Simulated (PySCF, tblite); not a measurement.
Isomers of C6H5F. Level: GFN2-xTB in tblite, geometry and Hessian alike; calculated harmonic values, unscaled, isolated species. Errors from tens to a few hundred cm⁻¹ against measured bands are possible. One conformer each.

Electronic energies: PBE0/pcSseg-1 single points on the GFN2-xTB geometries (PySCF, gas phase).

```json
{"SMILES": "C#CC1=CC[C@H]1F", "electronic energy, lowest = 0 (kJ/mol)": "335.2"}
{"SMILES": "Fc1ccccc1", "electronic energy, lowest = 0 (kJ/mol)": "0.0"}
{"SMILES": "C#C[C@@H]1C(=C)[C@H]1F", "electronic energy, lowest = 0 (kJ/mol)": "407.1"}
```

**Question.** How do GFN2-xTB zero-point energies change the relative energies?

**Answer.** 
| SMILES | ZPE (kJ/mol) | of it from modes above 1550 cm⁻¹ | electronic (kJ/mol) | with ZPE, lowest = 0 (kJ/mol) | lowest mode (cm⁻¹) | rings |
| --- | --- | --- | --- | --- | --- | --- |
| Fc1ccccc1 | 235.0 | 111.8 | 0.0 | 0.0 | 222 | 1 |
| C#CC1=CC[C@H]1F | 225.9 | 115.9 | 335.2 | 326.0 | 118 | 1 |
| C#C[C@@H]1C(=C)[C@H]1F | 221.9 | 118.4 | 407.1 | 393.9 | 107 | 1 |

The zero-point energies span 13.1 kJ/mol, from `C#C[C@@H]1C(=C)[C@H]1F` to `Fc1ccccc1`. The order is unchanged.

**Question.** And how do the electronic energies of GFN2-xTB itself compare?

**Answer.** `Fc1ccccc1` 0.0; `C#CC1=CC[C@H]1F` 282.0; `C#C[C@@H]1C(=C)[C@H]1F` 332.8 kJ/mol, lowest = 0. Against the energies above, taken from the same isomer `Fc1ccccc1`, the largest difference is 74.3 kJ/mol.

**Question.** What do entropy and thermal enthalpy add at 298.15 K and 1 bar (rigid rotor, harmonic oscillator, one conformer each)?

**Answer.** 
| SMILES | point group | symmetry number | S (J/(mol K)) | H − H(0) (kJ/mol) | ZPE + H − H(0) − TS (kJ/mol) |
| --- | --- | --- | --- | --- | --- |
| Fc1ccccc1 | C2v | 2 | 305.1 | 16.59 | 160.6 |
| C#CC1=CC[C@H]1F | C1 | 1 | 337.5 | 20.05 | 145.3 |
| C#C[C@@H]1C(=C)[C@H]1F | C1 | 1 | 346.4 | 21.31 | 139.9 |
